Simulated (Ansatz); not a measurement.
# What a trial cell of Y₃F relaxes into

Theory: DFT PBE, scalar-relativistic, plane waves, PAW in Ansatz 0.2.0. Cutoff 420 eV, Γ-centred k mesh, Gaussian smearing, no spin polarisation in the final step.

Y₃F was placed on the sites of a reported Cu3Pd cell (P4/mmm, No. 123), with F in place of Pd, Y in place of Cu, at a guessed volume.

```
CELL_PARAMETERS angstrom
4.44224 0.00000 0.00000
0.00000 4.44224 0.00000
0.00000 0.00000 4.39658
ATOMIC_POSITIONS crystal
Y 0.00000 0.50000 0.50000
Y 0.50000 0.00000 0.50000
Y 0.50000 0.50000 0.00000
F 0.00000 0.00000 0.00000
```

Steps on the 4×4×4 mesh (4 atoms). 11 of 17 steps are shown, and the free energy counts from the last. Trial steps that were taken back and renewals of the plane-wave basis can be among the rows.

```csv
step,ΔF (meV/atom),V (Å³/atom),P (GPa)
1,432.8,21.69,12.61
2,271.0,24.97,4.01
4,246.8,27.10,0.02
7,208.4,27.36,-1.03
8,172.0,26.93,-0.85
10,104.2,25.65,-0.15
11,142.2,27.43,-4.50
13,102.7,25.46,-0.02
14,28.8,25.46,2.94
16,2.8,27.44,0.19
17,0.0,27.44,0.24
```

A final relaxation ran on a 8×8×14 mesh. The relaxed crystal, P4/mmm (No. 123):

Space group P4/mmm (No. 123). a = 5.614 Å, b = 5.614 Å, c = 3.480 Å, α = 90.00°, β = 90.00°, γ = 90.00°
```csv
atom,site,symmetry,x,y,z
Y,2e,mmm.,0.0000,0.5000,0.5000
Y,1c,4/mmm,0.5000,0.5000,0.0000
F,1a,4/mmm,0.0000,0.0000,0.0000
```

```
Volume per atom          : 27.42 Å³
Density                  : 4.33 g/cm³
Energy over the elements : -0.42 eV/atom
Gap on the 8×8×14 mesh   : 0 eV (a metal)
```

Energies over the elements count from the elements' standard structures at the same level (F₂ as a molecule), with no empirical corrections.

The final run used a 8×8×14 mesh on its 4-atom cell and 0.10 eV smearing. For metals, differences of a few meV/atom aren't resolved.

A structure relaxed within its symmetry needn't be a true minimum.

Cost: 4 runs of about 1 core-minutes in all, on Intel Xeon 6975P-C (Granite Rapids) (shared hosts).